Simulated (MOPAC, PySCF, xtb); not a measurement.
System: CH3, doublet: umbrella (inversion) coordinate, bond length relaxed. Scanned: angle between the C-H bonds and the threefold axis (90 = planar). Other coordinates (C-H bond length) were minimised at PBE0/def2-TZVP.

Methods: AM1, unrestricted, heats of formation (MOPAC); UHF/3-21G = unrestricted Hartree-Fock/3-21G in PySCF; GFN1-xTB (xtb); CCSD(T) on UHF/cc-pVTZ, 1 core orbital frozen (PySCF).

Energies relative to the lowest point of each profile, in kJ/mol; the last columns give the difference from CCSD(T):

```
a / °    AM1  UHF/3-21G  GFN1-xTB  CCSD(T)  AM1 − CCSD(T)  UHF/3-21G − CCSD(T)  GFN1-xTB − CCSD(T)
-----  -----  ---------  --------  -------  -------------  -------------------  ------------------
90       0.0        0.0       0.0      0.0            0.0                  0.0                 0.0
93       0.8        0.3       0.2      0.3            0.5                 -0.1                -0.2
96       3.5        1.2       0.8      1.5            2.0                 -0.3                -0.7
99       8.2        3.2       2.2      3.8            4.4                 -0.6                -1.6
102     15.5        6.9       4.7      7.7            7.8                 -0.8                -3.0
105     25.8       13.1       8.9     13.9           11.9                 -0.8                -4.9
108     39.7       22.6      15.5     22.9           16.7                 -0.3                -7.4
111     57.6       36.2      25.1     35.4           22.2                  0.8               -10.3
114     80.2       54.7      38.3     52.0           28.2                  2.7               -13.7
117    108.0       79.0      55.9     73.3           34.7                  5.7               -17.4
120    141.4      109.7      78.4     99.8           41.6                  9.9               -21.4
123    181.0      147.8     106.5    131.9           49.1                 15.9               -25.4
126    227.1      194.2     141.1    170.2           56.9                 24.0               -29.1
129    280.2      249.8     182.9    215.2           65.1                 34.6               -32.3
132    340.6      315.6     232.7    267.4           73.1                 48.1               -34.7
```

AM1 is furthest from CCSD(T) at 132 (73.1 kJ/mol, above); its mean absolute difference over the points is 27.6 kJ/mol.

UHF/3-21G is furthest from CCSD(T) at 132 (48.1 kJ/mol, above); its mean absolute difference over the points is 9.6 kJ/mol.

GFN1-xTB is furthest from CCSD(T) at 132 (-34.7 kJ/mol, below); its mean absolute difference over the points is 13.5 kJ/mol.
